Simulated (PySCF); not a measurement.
## Solvent effects on NMR parameters

Atom-mapped SMILES (the numbers label the heavy atoms): `[CH2:1]=[C:2]([CH3:3])[CH2:4][O:5][CH3:6]`. Each H is labelled by its parent atom. Ha(C1) is cis to C3; Hb(C1) is trans to C3.

GIAO PBE0/pcSseg-1 in PySCF on one PBE0-D3(BJ)/def2-SVP conformer, non-relativistic, equivalent nuclei averaged. Solvents enter as an IEF-PCM continuum (cyclohexane with ε = 2.0) around the gas-phase geometry. Shifts are referred to TMS computed in the same medium.

Gas phase, δ in ppm: C2 153.4, C1 118.1, C4 80.0, C6 59.2, C3 22.1, Hb(C1) 5.12, Ha(C1) 5.05, H(C4) 3.56, H(C6) 3.29, H(C3) 1.84. Dipole moment 1.20 D.

(1) How does each δ change in the continuum?

(2) Which nuclei move most (in ppm), and what does the model miss?

## Answers

(1) 
```json
{"atoms": "C2", "environment": "fully substituted alkene carbon", "Δδ, cyclohexane": "+0.9"}
{"atoms": "C1", "environment": "terminal =CH2 carbon", "Δδ, cyclohexane": "+0.5"}
{"atoms": "C4", "environment": "allylic sp3 CH2 bonded to O", "Δδ, cyclohexane": "+0.1"}
{"atoms": "C6", "environment": "methyl carbon bonded to O", "Δδ, cyclohexane": "+0.4"}
{"atoms": "C3", "environment": "allylic methyl carbon", "Δδ, cyclohexane": "+0.3"}
{"atoms": "Hb(C1)", "environment": "hydrogen on a terminal =CH2 carbon", "Δδ, cyclohexane": "+0.06"}
{"atoms": "Ha(C1)", "environment": "hydrogen on a terminal =CH2 carbon", "Δδ, cyclohexane": "+0.04"}
{"atoms": "H(C4)", "environment": "hydrogen on an allylic sp3 CH2 bonded to O", "Δδ, cyclohexane": "+0.04"}
{"atoms": "H(C6)", "environment": "hydrogen on a methyl carbon bonded to O", "Δδ, cyclohexane": "+0.05"}
{"atoms": "H(C3)", "environment": "hydrogen on an allylic methyl carbon", "Δδ, cyclohexane": "+0.01"}
```

Changes are relative to the gas phase. The dipole moment becomes 1.35 D in cyclohexane.

(2) C2 (fully substituted alkene carbon, +0.9 ppm) in cyclohexane. A continuum only polarises the solute; specific hydrogen bonds, the anisotropy of aromatic solvents and changes of geometry or conformer are outside it.
